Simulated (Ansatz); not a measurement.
Geometry optimisation, RKS B3LYP/def2-SVP (Ansatz).

The input (input.yaml):

```yaml
crystal:
  periodic: [false, false, false]
  atoms:
    - { symbol: B, position_ang: [-0.066514, -0.400092, -0.47915] }
    - { symbol: C, position_ang: [-0.016871, -0.178962, 2.310486] }
    - { symbol: H, position_ang: [-1.022037, -0.22579, 2.750795] }
    - { symbol: H, position_ang: [0.727381, -0.587945, 3.008114] }
    - { symbol: H, position_ang: [0.237802, 0.860386, 2.065844] }
    - { symbol: H, position_ang: [1.003785, 0.12487, -0.651298] }
    - { symbol: H, position_ang: [-1.084658, 0.240122, -0.559294] }
    - { symbol: H, position_ang: [-0.122633, -1.58028, -0.299527] }
    - { symbol: H, position_ang: [-0.006555, -0.824309, 1.40693] }
basis:
  gaussian: { orbitals: def2-SVP }
hamiltonian:
  xc: b3lyp
relax:
  f_tol: 0.03
  max_steps: 50
```

Launched with:

```bash
$ ansatz run input.yaml --threads 1 --pin off --max-ram 2048MiB --backend cpu --events-out ev --progress --plain --runs-dir out
```

Question: Where does it end, and by what steps?

Answer: The run converged. After 8 steps the energy has fallen by 0.051 eV; H8 moved furthest, 0.39 Å.

| step | energy less start (eV) | largest force component (eV/Å) | accepted |
| --- | --- | --- | --- |
| 0 | 0.0000 | 0.267 | yes |
| 1 | -0.0257 | 0.473 | yes |
| 2 | -0.0388 | 0.148 | yes |
| 3 | -0.0444 | 0.084 | yes |
| 4 | -0.0482 | 0.089 | yes |
| 5 | -0.0497 | 0.070 | yes |
| 6 | -0.0504 | 0.049 | yes |
| 7 | -0.0504 | 0.098 | yes |
| 8 | -0.0508 | 0.013 | yes |

```xyz
9
Properties=species:S:1:pos:R:3
B -0.065 -0.400 -0.659
C -0.018 -0.189 2.446
H -1.008 -0.149 2.923
H 0.748 -0.440 3.194
H 0.215 0.786 1.998
H 1.010 0.140 -0.715
H -1.072 0.259 -0.625
H -0.134 -1.602 -0.686
H -0.026 -0.978 1.676
```

Whether the end is a true minimum wasn't checked by a vibrational analysis.

Time of the run: 11 s on 1 thread of Arm Neoverse V2, with other jobs on the host, peak memory 0.11 GiB.
